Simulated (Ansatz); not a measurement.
# CH₃ClSi: functionals against CCSD(T) at one geometry

The task here is to estimate one member of a computed series from the others.

Program: Ansatz 0.2.0, Gaussian basis. Level of theory: single points in def2-TZVPP. These are calculated values, not measurements.

Cores are frozen in the correlated methods.

### Starting geometry

6 atoms, charge 0, spin multiplicity 1.

Atoms are counted from 1 here; the program's logs count them from 0.

Bond lengths: Si1–C2 1.719 Å, Si1–H4 1.592 Å, Si1–H5 1.389 Å, C2–Cl3 1.873 Å, C2–H6 0.970 Å. Angles: C2–Si1–H4 120.9°, C2–Si1–H5 126.0°, H4–Si1–H5 112.9°, Si1–C2–Cl3 125.4°, Si1–C2–H6 127.6°, Cl3–C2–H6 106.5°.

Coordinates:

```mol
CH3ClSi
  3D, bonds by distance, orders not assigned

  6  5  0  0  0  0  0  0  0  0999 V2000
   -0.5391    0.2409   -0.6907 Si  0  0
    0.5719    0.0758    0.6100 C   0  0
    0.7715   -1.4482    1.6811 Cl  0  0
   -1.4891   -0.9646   -1.1134 H   0  0
   -0.6492    1.3380   -1.5348 H   0  0
    1.1279    0.7657    1.0057 H   0  0
  1  2  8  0
  1  4  8  0
  1  5  8  0
  2  3  8  0
  2  6  8  0
M  END
```

Set-up of the first run:

The input, run/in.yaml:

```yaml
crystal:
  periodic: [false, false, false]
  atoms:
    - {symbol: Si, position_ang: [-0.539100, 0.240900, -0.690700]}
    - {symbol: C, position_ang: [0.571900, 0.075800, 0.610000]}
    - {symbol: Cl, position_ang: [0.771500, -1.448200, 1.681100]}
    - {symbol: H, position_ang: [-1.489100, -0.964600, -1.113400]}
    - {symbol: H, position_ang: [-0.649200, 1.338000, -1.534800]}
    - {symbol: H, position_ang: [1.127900, 0.765700, 1.005700]}
basis:
  gaussian: {orbitals: def2-TZVPP}
correlation: {method: ccsd_t}
output: {forces: true}
```

No record of the launch command was kept for these runs.

Steps of the session up to this table: CCSD(T)/def2-TZVPP; PBE0-D4/def2-TZVPP; wB97M-V/def2-TZVPP; r2SCAN-D4/def2-TZVPP; PBE-D4/def2-TZVPP; r2SCAN0-D4/def2-TZVPP; CAM-B3LYP-D4/def2-TZVPP.

One table of the session follows, with a row left open; its other results are not shown here.

| method | RMS force component (eV/Å) | angle to CCSD(T) forces (°) | dipole (D) |
| --- | --- | --- | --- |
| CCSD(T) | 2.210 | reference | 2.47 |
| PBE0-D4 | 2.302 | 4.7 | 2.61 |
| wB97M-V | 2.247 | 6.0 | 2.78 |
| r2SCAN-D4 | 2.242 | 3.3 | 2.46 |
| PBE-D4 | 2.275 | 3.2 | 2.27 |
| r2SCAN0-D4 | 2.271 | 5.5 | 2.71 |
| CAM-B3LYP-D4 | ? | ? | ? |

**Question.** Estimate the row for CAM-B3LYP-D4.

**Answer.** RMS force component (eV/Å): 2.247; angle to CCSD(T) forces (°): 6.7; dipole (D): 2.81.
